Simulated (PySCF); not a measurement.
## How the method changes the constants of LiAl

State: ¹Σ⁺ (singlet), closed shell. Set-up: PySCF, no relativity, basis sets Li 6-311G(d,p), Al 6-311G(d,p). De refers to Li + Al in their high-spin ground configurations, without counterpoise correction. A positive dipole means Li(−)Al(+).

```json
{"Level": "RHF-MP2", "Re (Å)": "2.873", "ωe (cm⁻¹)": "322", "De (eV)": "0.68", "μ (D)": "n/a"}
{"Level": "RHF-SCS-MP2", "Re (Å)": "2.873", "ωe (cm⁻¹)": "320", "De (eV)": "0.74", "μ (D)": "n/a"}
{"Level": "RHF-CCSD", "Re (Å)": "2.847", "ωe (cm⁻¹)": "317", "De (eV)": "0.89", "μ (D)": "n/a"}
{"Level": "RHF-CCSD(T)", "Re (Å)": "2.846", "ωe (cm⁻¹)": "314", "De (eV)": "0.94", "μ (D)": "n/a"}
{"Level": "PBE", "Re (Å)": "2.914", "ωe (cm⁻¹)": "294", "De (eV)": "0.96", "μ (D)": "-2.30"}
{"Level": "revPBE", "Re (Å)": "2.934", "ωe (cm⁻¹)": "290", "De (eV)": "0.90", "μ (D)": "-2.31"}
{"Level": "r²SCAN", "Re (Å)": "2.920", "ωe (cm⁻¹)": "299", "De (eV)": "0.81", "μ (D)": "-2.84"}
{"Level": "M06-L", "Re (Å)": "2.877", "ωe (cm⁻¹)": "312", "De (eV)": "1.17", "μ (D)": "-3.53"}
{"Level": "TPSSh", "Re (Å)": "2.907", "ωe (cm⁻¹)": "304", "De (eV)": "0.96", "μ (D)": "-2.93"}
{"Level": "PBE0", "Re (Å)": "2.896", "ωe (cm⁻¹)": "307", "De (eV)": "0.87", "μ (D)": "-2.90"}
{"Level": "HSE06", "Re (Å)": "2.899", "ωe (cm⁻¹)": "305", "De (eV)": "0.89", "μ (D)": "-2.80"}
```

(1) Which functional lies closest to RHF-CCSD(T) in De, which farthest, and by how much do they differ from it?

(2) What does the step from GGA to meta-GGA do here, going from PBE to r²SCAN?

(3) What does the triples do here, going from RHF-CCSD to RHF-CCSD(T)?

Correlated steps freeze 5 core orbitals. Closed-shell solutions of metal pairs were not tested for spin polarisation, which can lower them a little. Where the molecule has an RHF reference, its open-shell atoms are computed with UHF. The CCSD T1 diagnostic is raised, a sign that a single reference may not be enough here.

## Answers

(1) Closest is PBE (+6.8 pm in Re, -6.4 % in ωe, +0.02 eV in De against RHF-CCSD(T) in the same basis), farthest M06-L (+3.1 pm in Re, -0.6 % in ωe, +0.23 eV in De). CCSD(T) converges more slowly with the basis than the functionals do and binds too weakly in this one, so the order can change at the basis-set limit.

(2) r²SCAN less PBE: +0.6 pm in Re, +1.7 % in ωe, -0.15 eV in De. 

(3) RHF-CCSD(T) less RHF-CCSD: -0.1 pm in Re, -0.9 % in ωe, +0.05 eV in De. Correlation nearly always deepens the well. The bond length hardly moves.
